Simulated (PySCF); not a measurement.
CH2, SMILES [CH2], multiplicity 3. Geometry: r2SCAN-D4/def2-TZVPD. The isomer is the one that the SMILES or the coordinates give; other isomers of the formula were not compared.

Task: Give the equilibrium geometry at r2SCAN-D4/def2-TZVPD (PySCF confirms it by a frequency run) as a Z-matrix, and its point group. (The exact figures need the calculation; the answer reports its results.)

Result: point group C2v.
```
C
H 1 1.0792
H 1 1.0792 2 134.09
```
Charge 0, spin multiplicity 3.
